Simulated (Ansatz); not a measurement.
Results of BLYP in Ansatz (plane waves, PAW) for rock-salt MgS.

Numerical settings: plane-wave cutoff 520 eV, 12×12×12 k mesh, Fermi–Dirac smearing 0.01 eV, scalar-relativistic PAW data made under PBE.

The cell has the measured lattice parameters. Conventional cell: a = 5.2033 Å, b = 5.2033 Å, c = 5.2033 Å, α = 90.00°, β = 90.00°, γ = 90.00°.

```
MgS
1.0
    0.00000     2.60165     2.60165
    2.60165     0.00000     2.60165
    2.60165     2.60165     0.00000
Mg S
1 1
Cartesian
  0.00000   0.00000   0.00000
  2.60165   2.60165   2.60165
```

Problem. List the 5 lowest band energies at Γ above −25 eV (eV, relative to the valence band maximum), grouping those that round alike.

Solution. At Γ: -12.61, 0.00 (×3), 3.88.

Note: cell and atoms aren't relaxed at this level (pressure 3.7 GPa).

Ansatz is a first-principles code.
